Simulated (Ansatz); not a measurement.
# CH₃S+ (SMILES C=[SH+]): single points off equilibrium

How do the functionals fare away from a minimum? The structure is a structure displaced at random from a GFN2-xTB minimum.

Program: Ansatz 0.2.0, Gaussian basis. Level of theory: single points in def2-TZVPP. These are calculated values, not measurements.

Cores are frozen in the correlated methods.

## 1. The starting structure

SMILES `C=[SH+]`, 5 atoms, charge 1, spin multiplicity 1.

Atoms are counted from 1 here; the program's logs count them from 0.

Bond lengths: C1–S2 1.351 Å, C1–H3 1.195 Å, C1–H4 1.300 Å, S2–H5 1.474 Å. Angles: S2–C1–H3 126.7°, S2–C1–H4 129.9°, H3–C1–H4 100.6°, C1–S2–H5 98.8°.

As a file:

| atom | x (Å) | y (Å) | z (Å) |
| --- | --- | --- | --- |
| C1 | -0.17380 | -0.42980 | 0.16670 |
| S2 | 0.84700 | 0.39130 | 0.49620 |
| H3 | -0.30600 | -1.57070 | 0.49490 |
| H4 | -1.00050 | -0.37110 | -0.83550 |
| H5 | 0.48480 | 1.54830 | -0.34150 |

## 2. CCSD(T)/def2-TZVPP

Input file run/in.yaml:

```yaml
crystal:
  periodic: [false, false, false]
  atoms:
    - {symbol: C, position_ang: [-0.173800, -0.429800, 0.166700]}
    - {symbol: S, position_ang: [0.847000, 0.391300, 0.496200]}
    - {symbol: H, position_ang: [-0.306000, -1.570700, 0.494900]}
    - {symbol: H, position_ang: [-1.000500, -0.371100, -0.835500]}
    - {symbol: H, position_ang: [0.484800, 1.548300, -0.341500]}
basis:
  gaussian: {orbitals: def2-TZVPP}
total_charge: 1
correlation: {method: ccsd_t}
output: {forces: true}
```

The command line of these runs was not kept.

## 3. PBE0-D4/def2-TZVPP

run/in.yaml, as its differences from that of step 2:

```diff
@@ -11,3 +11,3 @@
 total_charge: 1
-correlation: {method: ccsd_t}
-output: {forces: true}
+hamiltonian: {xc: pbe0, dispersion: d4}
+output: {forces: true, orbitals: {seedname: orbitals}}
```

## 4. wB97M-V/def2-TZVPP

run/in.yaml, as its differences from that of step 3:

```diff
@@ -11,3 +11,3 @@
 total_charge: 1
-hamiltonian: {xc: pbe0, dispersion: d4}
-output: {forces: true, orbitals: {seedname: orbitals}}
+hamiltonian: {xc: {name: wB97M-V}}
+output: {forces: true}
```

## 5. r2SCAN-D4/def2-TZVPP

run/in.yaml, as its differences from that of step 4:

```diff
@@ -11,3 +11,3 @@
 total_charge: 1
-hamiltonian: {xc: {name: wB97M-V}}
+hamiltonian: {xc: r2scan, dispersion: d4}
 output: {forces: true}
```

## 6. PBE-D4/def2-TZVPP

run/in.yaml, as its differences from that of step 5:

```diff
@@ -11,3 +11,3 @@
 total_charge: 1
-hamiltonian: {xc: r2scan, dispersion: d4}
+hamiltonian: {xc: pbe, dispersion: d4}
 output: {forces: true}
```

## 7. revPBE-D4/def2-TZVPP

run/in.yaml, as its differences from that of step 6:

```diff
@@ -11,3 +11,3 @@
 total_charge: 1
-hamiltonian: {xc: pbe, dispersion: d4}
+hamiltonian: {xc: {name: revPBE}, dispersion: d4}
 output: {forces: true}
```

## 8. BLYP-D4/def2-TZVPP

run/in.yaml, as its differences from that of step 7:

```diff
@@ -11,3 +11,3 @@
 total_charge: 1
-hamiltonian: {xc: {name: revPBE}, dispersion: d4}
+hamiltonian: {xc: {name: BLYP}, dispersion: d4}
 output: {forces: true}
```

(Steps that only read results are left out.)

Q: Predict the outcome of this session. Wanted: energy less free atoms, CCSD(T)/def2-TZVPP; RMS force component; RMS force error; HOMO and LUMO, PBE0-D4; T1 diagnostic.

As calculated:

| quantity | value |
| --- | --- |
| energy less free atoms, CCSD(T)/def2-TZVPP | -4.972 eV |
| RMS force component | 8.671 to 9.044 eV/Å over the methods |
| RMS force error | PBE0-D4 0.360, wB97M-V 0.324, r2SCAN-D4 0.370, PBE-D4 0.405, revPBE-D4 0.318, BLYP-D4 0.400 eV/Å |
| HOMO and LUMO, PBE0-D4 | -15.87 and -8.94 eV |
| T1 diagnostic | 0.012 |

**Reading.** Against CCSD(T) the functionals' energies less atoms differ by -1.009 to -0.569 eV, PBE-D4 by -1.009 eV. A larger basis would deepen the CCSD(T) value, while the functionals are nearly converged already, so the order here is not reliable. On forces the order runs from revPBE-D4 to PBE-D4. Frozen-core CCSD(T) forces in triple zeta carry basis errors of their own, and this is one geometry, so small gaps rank nothing.
